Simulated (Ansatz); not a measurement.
**fcc Pt**

Level of theory: HSE06 (plane waves, PAW; Ansatz, an electronic-structure program).

Numerical settings: plane-wave cutoff 460 eV, 14×14×14 k mesh, Fermi–Dirac smearing 0.05 eV, scalar-relativistic PAW data made under PBE.

Cell: relaxed at this level.

```json
{
 "volume_per_atom": "15.13 Å³/atom",
 "bulk modulus B0": "277 GPa",
 "lattice_constant_a": "3.926 Å",
 "pressure derivative B′ of the bulk modulus": "5.6"
}
```

Measured, for comparison: equilibrium volume per atom 14.98 Å³/atom, lattice constant a 3.913 Å (static lattice: zero-point anharmonic expansion removed; as tabulated in Mejia-Rodriguez and Trickey (2018), arXiv:1807.09216); bulk modulus 289 GPa (corrected for temperature and zero-point phonon effects; as tabulated in Levämäki et al. (2014), arXiv:1402.3671). Computed (rounded) less measured: equilibrium volume per atom +1.0 %, bulk modulus -4 %, lattice constant a +0.3 %.

Spin–orbit coupling is not included.

Static lattice: no zero-point or thermal effects.

The result took about 13 core-minutes (a rough figure).
